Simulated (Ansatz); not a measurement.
`C/C=C/S` + H₂O → `C/C=C/O` + H₂S at 600 K and 1 bar (formal hydrolysis of a C–S bond).

Gas-phase electronic energies from Ansatz, PBE0-D4/def2-TZVP geometries. CBS: MP2 limit from def2 TZ/QZ plus the TZ coupled-cluster correction, frozen cores. This one scheme is used for every species. Double bonds are as drawn, so ΔE can hold a change between cis and trans. Each species was taken in one conformer, which may not be the lowest.

| species | CCSD(T)/CBS energy (Eh) | H − E (kJ/mol) | S (J/(mol·K)) |
| --- | --- | --- | --- |
| `C/C=C/S` | -515.52005 | 259.6 | 381.5 |
| H₂O | -76.37941 | 76.8 | 212.8 |
| `C/C=C/O` | -192.91632 | 270.7 | 360.4 |
| H₂S | -398.97279 | 60.8 | 230.9 |

H − E and S are ideal-gas, rigid-rotor, harmonic terms from PBE0-D4/def2-TZVP, for one conformer and one mirror image of each species. 1 Eh = 2625.50 kJ/mol, R = 8.31446 J/(mol·K).

Question: By hand: ΔE, ΔH, ΔS and ΔG.

Answer: ΔE = (-192.91632) + (-398.97279) − (-515.52005) − (-76.37941) = 0.01035 Eh = 27.2 kJ/mol. Δ(H − E) = 270.7 + 60.8 − 259.6 − 76.8 = -4.9, so ΔH = 22.3 kJ/mol. ΔS = 360.4 + 230.9 − 381.5 − 212.8 = -3.0 J/(mol·K). ΔG = 22.3 − 600 × (-3.0)/1000 = 24.1 kJ/mol.

Question: By hand: the equilibrium constant, and the temperature at which ΔG would vanish if ΔH and ΔS stayed fixed.

Answer: log₁₀ K = −ΔG/(RT ln 10) = -2.1. ΔH and −TΔS have one sign here, so there is no such temperature. One of them is within its doubt of zero, so this could turn.

The number of gas molecules stays the same, so ΔS is small and ΔH decides. A doubt of 5 kJ/mol in ΔE shifts log₁₀ K by 0.4 here. Other conformers and mirror images would add mixing entropy, several J/(mol·K) or more a flexible species. These are equilibria of isolated gas molecules and say nothing of rates. Largest T1 diagnostic: 0.011 (customary marks: 0.02 for closed shells, 0.045 for open ones).
